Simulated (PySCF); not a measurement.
# First-order multiplets

Molfile (atoms numbered from 1):
```
C6H8
     RDKit          3D

 14 15  0  0  0  0  0  0  0  0999 V2000
   -1.3183   -0.7427   -0.1836 C   0  0  0  0  0  0  0  0  0  0  0  0
   -1.1074    0.4088   -0.8352 C   0  0  0  0  0  0  0  0  0  0  0  0
    0.1145    1.0998   -0.3413 C   0  0  2  0  0  0  0  0  0  0  0  0
    1.3996    0.3374   -0.5459 C   0  0  0  0  0  0  0  0  0  0  0  0
    0.6603    0.1993    0.7492 C   0  0  2  0  0  0  0  0  0  0  0  0
   -0.3047   -0.9661    0.9095 C   0  0  0  0  0  0  0  0  0  0  0  0
   -2.1139   -1.4562   -0.4119 H   0  0  0  0  0  0  0  0  0  0  0  0
   -1.7213    0.7899   -1.6548 H   0  0  0  0  0  0  0  0  0  0  0  0
    0.1466    2.1912   -0.2749 H   0  0  0  0  0  0  0  0  0  0  0  0
    1.3856   -0.4956   -1.2563 H   0  0  0  0  0  0  0  0  0  0  0  0
    2.3337    0.9053   -0.5229 H   0  0  0  0  0  0  0  0  0  0  0  0
    1.1178    0.6290    1.6438 H   0  0  0  0  0  0  0  0  0  0  0  0
    0.1985   -1.9453    0.8184 H   0  0  0  0  0  0  0  0  0  0  0  0
   -0.7849   -0.9587    1.9046 H   0  0  0  0  0  0  0  0  0  0  0  0
  1  2  2  0
  2  3  1  0
  3  4  1  0
  4  5  1  0
  5  6  1  0
  6  1  1  0
  5  3  1  0
  1  7  1  0
  2  8  1  0
  3  9  1  1
  4 10  1  0
  4 11  1  0
  5 12  1  1
  6 13  1  0
  6 14  1  0
M  END
```

One conformer, no solvent model, relativity neglected. Shielding tensors at KT2/pcSseg-2 (GIAO); coordinates at the PBE0-D3(BJ)/def2-SVP level; J: B3LYP/pcJ-1 (without the spin–dipole term); PySCF 2.14.0 with density-fitted response routines.

Chemical shifts δ = σref − σ; TMS for $^{1}$H, all at this level.

Spectrometer: 800 MHz for $^{1}$H. First-order analysis; couplings under 1 Hz (under 4 Hz in carbon signals) are ignored, and nearly equal couplings are merged; the smaller ones broaden or split the lines further.

Q: What pattern does H13 show ($^{1}$H)?

A: A doublet of doublets of triplets at δ 2.54: 20.6 Hz to H14 (1 × $^{1}$H, 2 bonds away), 3.8 Hz to H9 (1 × $^{1}$H, 4 bonds away), 3.0 Hz to H8 and H7 (2 × $^{1}$H, 3 or 4 bonds away). Lines in Hz from the centre (relative intensity): +15.2 (1), +12.2 (2), +11.4 (1), +9.2 (1), +8.4 (2), +5.4 (1), -5.4 (1), -8.4 (2), -9.2 (1), -11.4 (1), -12.2 (2), -15.2 (1). The outer lines are 30.4 Hz apart, the sum of the couplings kept, or 0.038 ppm at this field.

Q: What pattern does H8 show ($^{1}$H)?

A: A doublet of quartets at δ 6.17: 6.6 Hz to H7 (1 × $^{1}$H, 3 bonds away), 2.9 Hz to H14 and H13 and H9 (3 × $^{1}$H, 3 or 4 bonds away). Lines in Hz from the centre (relative intensity): +7.7 (1), +4.8 (3), +1.9 (3), +1.1 (1), -1.1 (1), -1.9 (3), -4.8 (3), -7.7 (1). The outer lines are 15.3 Hz apart, the sum of the couplings kept, or 0.019 ppm at this field.

Q: What pattern does H7 show ($^{1}$H)?

A: A doublet of triplets of doublets at δ 5.52: 6.6 Hz to H8 (1 × $^{1}$H, 3 bonds away), 3.0 Hz to H13 and H14 (2 × $^{1}$H, 3 bonds away), 1.0 Hz to H12 (1 × $^{1}$H, 4 bonds away). Lines in Hz from the centre (relative intensity): +6.8 (1), +5.8 (1), +3.8 (2), +2.8 (2), +0.8 (1), +0.2 (1), -0.2 (1), -0.8 (1), -2.8 (2), -3.8 (2), -5.8 (1), -6.8 (1). The outer lines are 13.6 Hz apart, the sum of the couplings kept, or 0.017 ppm at this field.

Q: What pattern does H11 show ($^{1}$H)?

A: A doublet of doublets of doublets at δ 0.83: 9.1 Hz to H12 (1 × $^{1}$H, 3 bonds away), 8.3 Hz to H9 (1 × $^{1}$H, 3 bonds away), 4.4 Hz to H10 (1 × $^{1}$H, 2 bonds away). Lines in Hz from the centre (relative intensity): +10.9 (1), +6.5 (1), +2.6 (1), +1.8 (1), -1.8 (1), -2.6 (1), -6.5 (1), -10.9 (1). The outer lines are 21.8 Hz apart, the sum of the couplings kept, or 0.027 ppm at this field.

Unscaled 3J(H,H) at this level run about 10 % above measured values.
